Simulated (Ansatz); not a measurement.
# AlHO+ (doublet): the correlation ladder, 6-31G

How much of the correlation energy of AlHO+ (doublet) does each wave-function method recover here?

The runs use Ansatz 0.2.0, Gaussian basis; 6-31G, core rule «outside noble gas», up to 6 orbitals frozen.

To be run: UHF; CCSD(T) on ROHF; CCSD(T) on UHF; BCCD(T) on ROHF; CISD; CCSDT(Q) on ROHF; CCSDT(Q) on UHF; CISDTQ; CCSDTQ on ROHF; CCSDTQ on UHF; Full CI.

15 further runs of the same task are left out: 7 for a known fault of the program, 2 that didn't finish, 6 set aside as unsound or not needed.

### Step 1. The geometry

The geometry is a PBE0/def2-TZVP stationary point (not a proven minimum) of the parent state, kept for this charge and spin.

3 atoms, charge 1, spin multiplicity 2.

Atoms are counted from 1 here; the program's logs count them from 0.

Bond lengths: Al1–O2 1.674 Å, O2–H3 0.950 Å. Angles: Al1–O2–H3 180.0°.

As a file:

```xyz
3
charge 1, multiplicity 2
Al    0.0000    0.0000    1.4330
O     0.0000    0.0000   -0.2415
H     0.0000    0.0000   -1.1915
```

### Step 2. UHF

in.yaml

```yaml
crystal:
  periodic: [false, false, false]
  atoms:
    - {symbol: Al, position_ang: [0.000000, 0.000000, 1.432992]}
    - {symbol: O, position_ang: [0.000000, 0.000000, -0.241478]}
    - {symbol: H, position_ang: [0.000000, 0.000000, -1.191514]}
basis:
  gaussian: {orbitals: 6-31G}
total_charge: 1
magnetization: {spin_polarized: true, initial_magnetization: 1}
hamiltonian: {xc: hf}
output: {orbitals: {seedname: orbitals}}
```

Run with:

```console
ansatz run in.yaml --threads 1 --pin off --events-out ev --progress --plain --max-ram 2393MiB
```

The runs that follow: CCSD(T) on ROHF; CCSD(T) on UHF; BCCD(T) on ROHF; CISD; CCSDT(Q) on ROHF; CCSDT(Q) on UHF; CISDTQ; CCSDTQ on ROHF; CCSDTQ on UHF; Full CI.

Q: Predict the results of all the runs planned. Wanted: FCI below the RHF energy; RMP2 from FCI; UMP2 from FCI; RCCSD from FCI; RCCSD(T) from FCI; UCCSD(T) from FCI; RCCSDT(Q) from FCI; UCCSDT(Q) from FCI; T1 diagnostic.

**Answer**, as computed:

| quantity | value |
| --- | --- |
| FCI below the RHF energy | -4.0364 eV |
| RMP2 from FCI | +215.1 meV |
| UMP2 from FCI | +199.5 meV |
| RCCSD from FCI | +112.4 meV |
| RCCSD(T) from FCI | +24.6 meV |
| UCCSD(T) from FCI | +23.8 meV |
| RCCSDT(Q) from FCI | +0.1 meV |
| UCCSDT(Q) from FCI | -6.2 meV |
| levels within 1 kcal/mol (43 meV) | RCCSD(T), UCCSD(T), BCCD(T), RCCSDT, UCCSDT, CISDTQ, RCCSDT(Q), UCCSDT(Q), RCCSDTQ, UCCSDTQ |
| T1 diagnostic | 0.030 |
| effectively unpaired electrons | 1.03 |

What this shows: RCCSD(T) misses by +24.6 meV, 0.6 % of the correlation energy. UCCSDT(Q) falls below full CI: unrestricted runs freeze a spin-polarised core, another one than full CI's, and coupled cluster isn't variational. One determinant dominates. These misses are within one basis, not against nature; the frozen cores of restricted and unrestricted runs differ, which can shift their rows.
